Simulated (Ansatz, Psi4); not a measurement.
Heat of formation of SiO2 (silicon dioxide molecule) from total energies

The species is SiO2 (3 atoms), meant as a singlet with charge 0. SMILES: `O=[Si]=O`. The coordinates come from a PBE0-D4/def2-TZVP relaxation.

```jsonl
{"atom": "O", "x (Å)": "0.6977", "y (Å)": "1.2296", "z (Å)": "0.5188"}
{"atom": "Si", "x (Å)": "0.0000", "y (Å)": "0.0000", "z (Å)": "0.0000"}
{"atom": "O", "x (Å)": "-0.6977", "y (Å)": "-1.2296", "z (Å)": "-0.5188"}
```

Total energies at PBE0/cc-pVTZ (Psi4 1.11); the atoms run unrestricted:

| species | state | energy (Eh) |
| --- | --- | --- |
| SiO2 | singlet | -439.729076 |
| O | triplet | -75.014269 |
| Si | triplet | -289.254019 |

Harmonic wavenumbers at PBE0-D4/def2-TZVP, in cm⁻¹: 299, 299, 1015, 1469.

Measured heats of formation of the gaseous atoms at 298.15 K, in kJ/mol: O 249.2, Si 450.0. Spin-orbit lowering of the atoms at 298 K (mean of the ground term's levels less their thermal mean, from spectra), in kJ/mol: O 0.40, Si 0.44. Take 1 Eh = 2625.50 kJ/mol, 1 cm⁻¹ = 0.0119627 kJ/mol, RT = 2.479 kJ/mol.

Problem. What heat of formation follows?

Solution. 
1. Electronic atomisation energy: 2 × (-75.014269) + (-289.254019) − (-439.729076) = 0.446519 Eh = 1172.3 kJ/mol.
2. Zero-point energy: half the sum of the wavenumbers, 1541 cm⁻¹ = 18.4 kJ/mol.
3. Thermal vibrational enthalpy, Σ hcν̃/(exp(hcν̃/kT) − 1): 2.3 kJ/mol. Translation, rotation and pV of a linear molecule: 3.5 RT = 8.7 kJ/mol.
4. The 3 free atoms carry 5/2 RT each: 18.6 kJ/mol.
5. Spin-orbit coupling lowers the free atoms by 2 × 0.40 + 0.44 = 1.2 kJ/mol.
6. Atomisation enthalpy at 298 K: 1172.3 − 1.2 − 18.4 − 2.3 − 8.7 + 18.6 = 1160.3 kJ/mol.
7. Sum of the atoms' heats of formation: 948.4 kJ/mol. Heat of formation: 948.4 − 1160.3 = -211.9 kJ/mol.

The tabulated value is -305.4 kJ/mol (NIST-JANAF tables; in doubt: it may be an older value or an estimate), so this level is off by +93.5 kJ/mol, or 7.5 % of the atomisation enthalpy that the table implies (1253.9 kJ/mol). Anharmonicity and any spin-orbit splitting of the molecule are left out.
